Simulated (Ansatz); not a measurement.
Down a group: vertical spin gaps of AlC, AlSi

Ansatz 0.2.0, functionals in def2-QZVPP, HF, MP2 and coupled cluster extrapolated from def2-TZVPP and def2-QZVPP (exp(−7.88 √X), X^−2.97); geometries are PBE0/def2-TZVP minima. Wave-function levels freeze the cores; HF, MP2 and coupled cluster are restricted for singlets and unrestricted otherwise, Kohn–Sham unrestricted where that lies lower. The best estimate adds to that CCSD(T) limit the step from CCSD(T) to the highest level run in a smaller set (full CI/cc-pVDZ). It lacks core correlation, which semilocal and hybrid functionals hold and which counts in their errors here, (a few kJ/mol in atomization energies of light atoms) is good to about 1 kcal/mol where the step is under 0.06 eV, as here, and is no measured value. An error is the level's value less this estimate. Energies are electronic, without zero-point terms. No spin–orbit coupling and no scalar relativity. CCSD(T)'s error is that step with its sign reversed, by construction, and steps from double-zeta sets run high. The species are chosen: bound, without strong static correlation by their natural occupations or amplitudes, in their lowest spin state as far as vertical gaps and like structures tell, and with a ladder that closes on the reference, so errors are smaller than for species at large; levels whose determinant breaks symmetry or spin markedly are left out.

```tsv
species	bonds (Å)	quantity	symmetry of the states	reference	value (kcal/mol)	error MP2	error CCSD(T)	error PBE	error BLYP	error wB97M-V
AlC, quartet	C–Al 1.967	sextet less quartet, vertical	Σ⁻ or Δ / Π	limit + step to full CI/cc-pVDZ	82.1	-7.4	-0.6	2.6	10.8	10.7
AlSi, quartet	Al–Si 2.416	sextet less quartet, vertical	Σ⁻ or Δ / Π	limit + step to full CI/cc-pVDZ	85.6	-4.6	-0.5	2.3	10.7	10.7
```

The reference rises from C to Si, by 3.5 kcal/mol in all.
